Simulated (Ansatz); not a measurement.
How far each method lies from full CI for B$_{2}$H, doublet

Geometry: a point of a stretch scan, not a stationary point.

```xyz
3

B     0.0000    0.0000   -0.1058
B     0.0000    0.0000   -1.6285
H     0.0000    0.0000    1.7342
```

Basis 6-31G; Ansatz 0.2.0. Correlated methods freeze the noble-gas cores, which leaves 7 electrons in 18 orbitals. R marks a restricted (for open shells ROHF) determinant, U an unrestricted one. Active spaces: pair = (3e, 3o) about the gap; valence = (7e, 9o) chosen from the atoms' valence shells.

Full CI is exact within this basis and frozen core; it isn't the basis-set limit. The frozen core follows each run's orbitals, which can shift R against U totals by a few meV.

For open shells CISD and CISDTQ are restricted-active-space CI with the open shells as a complete middle space. The determinant fills πx and πy unequally, so it is a mixture of Σ and Δ, which weighs on every level built on one determinant.

```
UHF ⟨S²⟩                          : 2.110
T1 diagnostic (RCCSD)             : 0.0348
largest doubles amplitude (RCCSD) : 0.167
T1 diagnostic (UCCSD)             : 0.0637
```

```json
{"level": "RHF", "E − E(full CI) (meV)": "3694", "share of correlation (%)": "0.00", "wall time": "–"}
{"level": "UHF†", "E − E(full CI) (meV)": "2420", "share of correlation (%)": "–", "wall time": "–"}
{"level": "RMP2", "E − E(full CI) (meV)": "1308", "share of correlation (%)": "64.58", "wall time": "–"}
{"level": "UMP2†", "E − E(full CI) (meV)": "756", "share of correlation (%)": "–", "wall time": "–"}
{"level": "CISD", "E − E(full CI) (meV)": "511", "share of correlation (%)": "86.16", "wall time": "0.63 s"}
{"level": "RCCSD", "E − E(full CI) (meV)": "260", "share of correlation (%)": "92.95", "wall time": "–"}
{"level": "UCCSD*†", "E − E(full CI) (meV)": "-554", "share of correlation (%)": "–", "wall time": "–"}
{"level": "RCCSD(T)", "E − E(full CI) (meV)": "141", "share of correlation (%)": "96.18", "wall time": "1.1 s"}
{"level": "UCCSD(T)*†", "E − E(full CI) (meV)": "-832", "share of correlation (%)": "–", "wall time": "1.8 s"}
{"level": "BCCD(T)", "E − E(full CI) (meV)": "145", "share of correlation (%)": "96.07", "wall time": "1.3 s"}
{"level": "RCCSDT*", "E − E(full CI) (meV)": "39", "share of correlation (%)": "98.95", "wall time": "–"}
{"level": "UCCSDT*†", "E − E(full CI) (meV)": "-1120", "share of correlation (%)": "–", "wall time": "–"}
{"level": "CISDTQ", "E − E(full CI) (meV)": "52", "share of correlation (%)": "98.59", "wall time": "2.9 s"}
{"level": "RCCSDT(Q)*", "E − E(full CI) (meV)": "1", "share of correlation (%)": "99.98", "wall time": "3.7 s"}
{"level": "UCCSDT(Q)*†", "E − E(full CI) (meV)": "-1259", "share of correlation (%)": "–", "wall time": "6.5 s"}
{"level": "RCCSDTQ*", "E − E(full CI) (meV)": "2", "share of correlation (%)": "99.94", "wall time": "26 s"}
{"level": "UCCSDTQ*†", "E − E(full CI) (meV)": "-1271", "share of correlation (%)": "–", "wall time": "35 s"}
{"level": "CASSCF (valence space)", "E − E(full CI) (meV)": "645", "share of correlation (%)": "82.54", "wall time": "–"}
{"level": "NEVPT2 (valence space)", "E − E(full CI) (meV)": "193", "share of correlation (%)": "94.78", "wall time": "4.4 s"}
{"level": "MRCISD (valence space)", "E − E(full CI) (meV)": "15", "share of correlation (%)": "99.59", "wall time": "–"}
{"level": "MRCISD+Q (valence space)", "E − E(full CI) (meV)": "5", "share of correlation (%)": "99.87", "wall time": "7 s"}
```

An asterisk marks runs whose energy the program itself flagged as in doubt. A dagger marks rows that describe another state than the reference (another or a broken symmetry, a higher spin or other natural occupations), so the difference holds a gap between states beside the method's error.

The correlation energy at full CI, counted from RHF, is -3.694 eV. That run took 11 s on 1 thread of Arm Neoverse V1, shared host over 625,600 determinants.

Run but not shown, since their state, orbitals or frozen core can't be matched to the reference's or they repeat it: CASSCF (pair space), NEVPT2 (pair space).

Times hold each run's SCF and search for its determinant on a shared host, so for small cases they say little of a method's own cost; they ran on 1 thread of Arm Neoverse V1.

Unrestricted levels hold only the spin's projection, and here they fall towards a lower state of higher spin.

The full-CI state has the irrep A1 of C2v, in the program's axes (one component, if the state is degenerate).

Natural occupations of full CI about the gap: 1.962 1.881 0.994 0.946 0.946 0.111 0.061 0.061 0.014 0.005; effectively unpaired electrons, Σ n²(2−n)², 3.12. No single determinant describes this state well, so single-reference rows can miss without a flag.
